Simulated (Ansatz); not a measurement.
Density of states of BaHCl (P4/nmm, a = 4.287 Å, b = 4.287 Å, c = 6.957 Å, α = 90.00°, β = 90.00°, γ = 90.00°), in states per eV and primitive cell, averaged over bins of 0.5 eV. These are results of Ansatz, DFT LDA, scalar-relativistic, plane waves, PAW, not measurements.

Settings: cutoff 420 eV, Γ-centred mesh 6×6×4 on the computed 6-atom cell, Gaussian smearing of 0.02 eV; no spin polarisation.

The cell is relaxed at this level. The states (both spins) are summed by tetrahedra on a 9×9×6 mesh at the self-consistent density. Energies are bin centres; the table starts no lower than −8 eV and ends at 6 eV, or lower where the solved bands end.

The gap is 2.72 eV at this level, with the zero inside it.

```
E − E_F (eV) total Cl 3p H 1s Ba 6s Ba 5p
       -4.90   5.47   4.59  0.15   0.44   0.13
       -4.40   7.31   6.70  0.10   0.16   0.16
       -3.90   9.77   9.17  0.08   0.10   0.21
       -3.40   1.45   1.38  0.00   0.00   0.04
       -2.90   0.00   0.00  0.00   0.00   0.00
       -2.40   0.07   0.00  0.05   0.01   0.00
       -1.90   6.94   0.50  5.28   0.27   0.29
       -1.40   0.98   0.23  0.55   0.09   0.06
       -0.90   0.00   0.00  0.00   0.00   0.00
       -0.40   0.00   0.00  0.00   0.00   0.00
        0.10   0.00   0.00  0.00   0.00   0.00
        0.60   0.00   0.00  0.00   0.00   0.00
        1.10   0.00   0.00  0.00   0.00   0.00
        1.60   0.13   0.00  0.00   0.00   0.00
        2.10   0.42   0.00  0.00   0.00   0.00
        2.60   1.38   0.01  0.01   0.15   0.00
        3.10   6.31   0.08  0.02   0.74   0.01
        3.60   5.24   0.08  0.03   0.45   0.01
        4.10   4.60   0.08  0.07   0.37   0.01
        4.60   4.87   0.08  0.05   0.20   0.00
        5.10   5.12   0.06  0.07   0.26   0.00
        5.60   5.71   0.06  0.09   0.37   0.00
```

The columns after the total are the main Löwdin projections on the occupied valence shells of the potentials; 2 others are left out. The rest of the total lies in those, in shells that are empty in the free atom, which aren't projected, and between the atoms.

Spin-orbit coupling is left out, which matters for the bands of heavy elements.

Cost: 1 run of about 0.98 core-minutes, on Arm Neoverse V1 (shared hosts).